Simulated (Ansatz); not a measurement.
Reaction: SiHSF3 (SMILES S[Si](F)(F)F) → SiF3 (SMILES F[Si](F)F, doublet) + HS (SMILES [SH], doublet) (the S-Si bond breaks)
Each species at its own B3LYP-D3(BJ)/def2-TZVP minimum (Ansatz, an electronic-structure program), one conformer.

Quantity: bond dissociation energy (electronic), in kcal/mol. UHF or UKS for unpaired electrons; spin-orbit terms are left out. CBS(X,Y): correlation extrapolated as X^-3, Hartree-Fock from the larger set. A bracket is a step between two methods taken in the basis named. Functionals run without relativity, which enters their misses. Double hybrids freeze cores in their MP2 part. 'core' is core correlation in cc-pwCVTZ (1s frozen past Ne), 'X2C' scalar relativity in cc-pVTZ-DK, both at CCSD(T).

CCSD(T)/CBS(cc-pV(T+d)Z,cc-pV(Q+d)Z) + [CCSDT(Q) - CCSD(T)]/cc-pV(D+d)Z + core + X2C (Ansatz) gives 100.9 kcal/mol.

Task: What does PBE/def2-TZVPD (Ansatz) give here, and how do the other levels compare?

Result: PBE gives 94.3 kcal/mol, 6.6 kcal/mol below it. Differences of the others: r2SCAN/def2-TZVPD (Ansatz) -5.8; B3LYP/def2-TZVPD (Ansatz) -9.7; PBE0/def2-TZVPD (Ansatz) -5.4; wB97M-V/def2-TZVPD (Ansatz) -0.2; B2PLYP/def2-TZVPD (Ansatz) -6.6; CCSD(T)/CBS(cc-pV(T+d)Z,cc-pV(Q+d)Z) + core + X2C (Ansatz) 0.0 kcal/mol. Nearer than PBE: r2SCAN/def2-TZVPD, PBE0/def2-TZVPD, wB97M-V/def2-TZVPD, CCSD(T)/CBS(cc-pV(T+d)Z,cc-pV(Q+d)Z) + core + X2C.
